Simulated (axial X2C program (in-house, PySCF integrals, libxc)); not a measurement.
# PS: from Re and ωe to a spectrum

A bond curve at the B3LYP level, 2c, was computed with an in-house all-electron X2C program for linear molecules (integrals from PySCF) (basis S dyall-av3z [9s8p3d2f], P dyall-v3z [8s7p2d1f] (cores contracted in-house)) for the state Ω = 1/2 (⟨Sz⟩ = -0.50, ⟨Lz⟩ = 1.00 at B3LYP). Its fit gives Re = 1.9133 Å, ωe = 737.8 cm⁻¹, ωexe = 2.52 cm⁻¹ and αe = 1.432e-03 cm⁻¹; the masses are 31.9721 and 30.9738 u. Two-component means X2C with spin–orbit coupling and atomic mean-field Coulomb and Gaunt terms.

(1) Find the reduced mass, Be and the force constant.

(2) The dipole moment p changes by 2.70 D/Å at Re. What harmonic infrared intensity follows?

(3) Where do the fundamental and the first overtone lie?

(4) A Morse curve ties αe to the other constants (Pekeris). How well does that hold?

(5) Estimate De from a Morse curve and compare with the computed well depth of 4.404 eV to S + P.

One determinant describes the state; a PBE0 search over occupations chose it and may have missed a lower one. De is counted from the lowest determinant-based energies of the atoms at the same level, without counterpoise correction. Density functionals use the spin component along the axis (collinear). In 2c an atomic determinant is not the ground J level, so De misses part of the atomic spin–orbit lowering. This holds for B3LYP. The functionals have no current-density term, which raises determinants with orbital currents, atoms included.

## Answers

(1) From the B3LYP values: μ = 15.7325 u. Be = 16.8576/(μ Re²) = 0.2927 cm⁻¹. k = 5.8918×10⁻⁷ μ ωe² = 5.05 mdyn/Å.

(2) I = 42.256 × (dp/dR)²/μ = 20 km/mol.

(3) ν(1←0) = ωe − 2ωexe = 732.8 cm⁻¹; ν(2←0) = 2ωe − 6ωexe = 1460.5 cm⁻¹.

(4) αe(Morse) = 6Be²/ωe × (√(ωexe/Be) − 1) = 1.348e-03 cm⁻¹; the B3LYP curve gives 1.432e-03 cm⁻¹, a ratio of 0.94.

(5) De(Morse) = ωe²/(4ωexe) = 6.696 eV against 4.404 eV computed, a ratio of 1.52. The extrapolation overshoots: the well softens faster than a Morse curve, or the lowest atomic limit lies below the one to which the curve heads.
